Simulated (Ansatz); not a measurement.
Reaction (SMILES): [CH2]N (CH2-NH2) → C atom + 4 H atom + N atom
B3LYP-D3(BJ)/def2-TZVP geometries, fixed; electronic energies without zero-point terms.

Basis-set convergence of the atomisation energy at B2PLYP with Ansatz (an electronic-structure program). Cartesian d functions, on some or all atoms, in 6-31G*, 6-31+G*; all else is spherical. Cores are frozen. Open shells are unrestricted. No added dispersion term, no relativity. Functions are those of the species that has most. Reference: the value in aug-pcseg-3, 484.58 kcal/mol, itself unsure by roughly 0.39 kcal/mol (its mean distance from aug-cc-pVQZ, cc-pV5Z, def2-QZVPPD). Deviations are taken from unrounded values.

```
basis              functions  atomisation energy (kcal/mol)  minus reference (kcal/mol)
-----------------  ---------  -----------------------------  --------------------------
STO-3G                    14                         500.48                       15.89
6-31G                     26                         442.86                      -41.72
6-31G*                    38                         461.15                      -23.43
6-31+G*                   46                         463.22                      -21.36
6-311+G**                 68                         473.15                      -11.43
def2-SVPD                 72                         481.82                       -2.76
aug-pcseg-1               82                         472.43                      -12.15
def2-TZVP                 86                         476.79                       -7.79
def2-TZVPP               118                         480.58                       -4.00
6-311++G(3df,3pd)        150                         482.52                       -2.06
aug-pcseg-2              184                         482.43                       -2.15
aug-pcseg-3              366                         484.58                        0.00
cc-pV5Z                  402                         484.69                        0.11
```
